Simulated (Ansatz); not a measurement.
# C2H2F (SMILES C=[C]F) at UCCSDT/STO-3G

What is the energy change on altering one bond length of C2H2F at UCCSDT/STO-3G? 

Program for the calculation: Ansatz 0.2.0.

54 further runs of the same task are left out: 3 that didn't finish, 51 set aside as unsound or not needed.

### 1 The system as given

C2H2F has 5 atoms, charge 0, and is taken as a doublet. SMILES: `C=[C]F`. The shape is that of a PBE0-D4/def2-TZVP optimisation.

Bond lengths: C1–C2 1.309 Å, C2–F3 1.302 Å, C1–H4 1.087 Å, C1–H5 1.080 Å. Angles: C1–C2–F3 130.3°, C2–C1–H4 120.7°, C2–C1–H5 119.9°, H4–C1–H5 119.4°.

### 2 A single-point energy at UCCSDT/STO-3G

Input file run.yaml:

```yaml
crystal:
  periodic: [false, false, false]
  atoms:
    - {symbol: C, position_ang: [0.488200, -0.200400, 0.008400]}
    - {symbol: C, position_ang: [-0.592700, 0.393700, 0.447100]}
    - {symbol: F, position_ang: [-1.725600, 0.629500, -0.148900]}
    - {symbol: H, position_ang: [0.534700, -0.590400, -1.005400]}
    - {symbol: H, position_ang: [1.345200, -0.306200, 0.657500]}
basis:
  gaussian:
    orbitals: STO-3G
magnetization:
  spin_polarized: true
  initial_magnetization: 1
correlation:
  method: ccsdt
  frozen_orbitals: {C: 1, F: 1, H: 0}
accuracy: high
scf:
  omitted_lower_state_checks: [cluster_reference, increment]
```

Command:

```
$ ansatz run run.yaml --threads 1 --pin off --max-ram 2610MiB --events-out events.jsonl --progress --plain --runs-dir runs
```

The log of the run, cut to the lines that bear on the results:

```text
Warning: RAYON_NUM_THREADS=1 ignored (pool sized by the plan → 1); use --threads N
Functional definition: HF
  name "HF"
[...]
294 factors; integrals over basis functions are off by at most 4.1e-8 eV
[...]
mean field -4731.96535767 eV, -173.8965194532 hartree, gradient 4.9e-8 eV, S^2 1.060361; 1 other end points of the search recorded, 0 dependent functions left out
3 core orbitals not correlated: weight in the atoms' cores, before any rotation towards them, 1.000 or more for the frozen orbitals, at most 0.000 for the correlated occupied ones
reference -4731.96535767 eV, -173.8965194532 hartree; 9, 8 occupied and 5, 6 virtual orbitals, 294 factors
second order -2.71637897 eV of doubles, -0.00000000 eV of singles
cycle   1  -3.24651093 eV  change   -5.3e-1 eV  update   9.3e-2
[...]
cycle  31  -4.13932733 eV  change   -2.0e-9 eV  update   1.6e-9
Total energy: -4736.10468500 eV, -174.0486369267 hartree
Checks for a lower state left out: cluster_reference, increment
```

Run time: 0.91 s. Hardware: 1 thread of Intel Xeon 6975P-C (Granite Rapids), shared host.

### 3 The distorted shape

Input file input.yaml:

```yaml
crystal:
  periodic: [false, false, false]
  atoms:
    - {symbol: C, position_ang: [0.758440, -0.348933, -0.101281]}
    - {symbol: C, position_ang: [-0.592700, 0.393700, 0.447100]}
    - {symbol: F, position_ang: [-1.725600, 0.629500, -0.148900]}
    - {symbol: H, position_ang: [0.804940, -0.738933, -1.115081]}
    - {symbol: H, position_ang: [1.615440, -0.454733, 0.547819]}
basis:
  gaussian:
    orbitals: STO-3G
correlation:
  method: ccsdt
  frozen_orbitals: {C: 1, F: 1, H: 0}
magnetization:
  spin_polarized: true
  initial_magnetization: 1
scf:
  omitted_lower_state_checks: [cluster_reference, increment]
accuracy: high
```

Command:

```
$ ansatz run input.yaml --threads 1 --pin off --max-ram 2610MiB --events-out events.jsonl --progress --plain --runs-dir runs
```

The log of the run, cut to the lines that bear on the results:

```text
Warning: RAYON_NUM_THREADS=1 ignored (pool sized by the plan → 1); use --threads N
Functional definition: HF
  name "HF"
[...]
291 factors; integrals over basis functions are off by at most 4.1e-8 eV
[...]
mean field -4730.84668352 eV, -173.8554089362 hartree, gradient 2.8e-8 eV, S^2 1.587428; 4 other end points of the search recorded, 0 dependent functions left out
3 core orbitals not correlated: weight in the atoms' cores, before any rotation towards them, 1.000 or more for the frozen orbitals, at most 0.000 for the correlated occupied ones
reference -4730.84668352 eV, -173.8554089362 hartree; 9, 8 occupied and 5, 6 virtual orbitals, 291 factors
second order -2.31144989 eV of doubles, -0.00000000 eV of singles
cycle   1  -2.81747677 eV  change   -5.1e-1 eV  update   8.8e-2
[...]
cycle  47  -3.91592609 eV  change   -1.8e-9 eV  update   1.2e-9
Total energy: -4734.76260961 eV, -173.9993165659 hartree
Checks for a lower state left out: cluster_reference, increment
```

Run time: 1.1 s. Hardware: 1 thread of Intel Xeon 6975P-C (Granite Rapids), shared host.

### 4 Outcome

Level: UCCSDT/STO-3G, 3 core orbitals frozen.

| quantity | value |
| --- | --- |
| first shape: total energy | -174.04864 Eh |
| first shape: correlation energy (3 core orbitals frozen) | -152.1 mEh |
| first shape: ⟨S²⟩ of the reference determinant | 1.060 |
| first shape: T1 diagnostic | 0.046 |
| distorted shape: total energy | -173.99932 Eh |
| distorted shape: correlation energy (3 core orbitals frozen) | -143.9 mEh |
| distorted shape: ⟨S²⟩ of the reference determinant | 1.587 |
| distorted shape: T1 diagnostic | 0.068 |
| energy change with the C1–C2 bond stretched from 1.309 to 1.636 Å | 1.342 eV |

In words: With the C1–C2 bond stretched from 1.309 to 1.636 Å the energy rises by 1.34 eV (31 kcal/mol). The first shape isn't relaxed at this level, so the change isn't measured from a minimum. The minimal basis adds a large error of its own. ⟨S²⟩ (first shape) is 1.06 where a pure doublet has 0.75: the reference is spin-contaminated. The T1 diagnostic (first shape) of 0.046 is above the customary mark for such species, so a single reference may not serve. ⟨S²⟩ (distorted shape) is 1.59 where a pure doublet has 0.75: the reference is spin-contaminated. The T1 diagnostic (distorted shape) of 0.068 is above the customary mark for such species, so a single reference may not serve.
